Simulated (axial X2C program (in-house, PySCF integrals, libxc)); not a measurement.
# Excited states of CF⁺ by EOM-EE-CCSD

Computed with an axial X2C code built on PySCF integrals: two-component X2C with atomic mean-field Coulomb and Gaunt terms, Gaussian nuclei, basis F dyall-av3z, C dyall-av3z with contracted cores.

R = 1.155 Å (near the PBE0 minimum at charge 1 of the determinant lowest at the starting distance; the state shown can have its own minimum elsewhere).

Vertical excitation energies from the closed-shell determinant state of CF⁺:

```tsv
Ω	excitation (eV)	cm⁻¹	hole of the leading pair	particle of the leading pair	weight of the pair (for Ω = 0 its time-reversed partner can hold as much again)	singles weight
0⁻	4.980	40163	46% C sσ, 34% C pσ, 11% F pσ	72% C pπ, 10% F pπ, 8% F dπ	0.49	0.98
0⁺	4.980	40163	46% C sσ, 34% C pσ, 11% F pσ	72% C pπ, 10% F pπ, 8% F dπ	0.49	0.98
1	4.986	40219	46% C sσ, 34% C pσ, 11% F pσ	72% C pπ, 10% F pπ, 8% F dπ	0.49	0.98
2	4.993	40274	46% C sσ, 34% C pσ, 11% F pσ	72% C pπ, 10% F pπ, 8% F dπ	0.97	0.98
1	8.493	68498	38% C sσ, 37% C pσ, 17% F pσ	70% C pπ, 12% F pπ, 10% F dπ	0.48	0.95
1	10.906	87962	78% F pπ, 12% C pπ	69% C pπ, 14% F pπ, 11% F dπ	0.49	0.94
0⁻	10.906	87965	78% F pπ, 12% C pπ	69% C pπ, 14% F pπ, 11% F dπ	0.24	0.94
3	11.549	93145	78% F pπ, 12% C pπ	69% C pπ, 14% F pπ, 11% F dπ	0.93	0.93
2	11.561	93244	78% F pπ, 12% C pπ	69% C pπ, 13% F pπ, 11% F dπ	0.51	0.93
1	11.575	93359	78% F pπ, 12% C pπ	69% C pπ, 13% F pπ, 11% F dπ	0.93	0.93
```

This point took 18 s on 1 thread of Arm Neoverse V2, with other jobs on the host.

Reference electrons by ω block (each with its −ω partner): 1/2: 6, 3/2: 1. 10 electrons of CF⁺ correlated (inner shells frozen), 88 natural virtual spinors (a truncated set); levels can be off by some tenths of an eV. Roots sought by Ω: (0: 5, 1: 4, 2: 3, 3: 1); rows need 60 % singles weight and stop where some Ω has no more roots. Missing are any skipped roots, higher Ω and states of a further excitation; these come out far too high here and may in truth be low or lowest. T1 of the reference 0.022 (Lee–Taylor). Number of frozen shells: F 1 s; C 1 s.
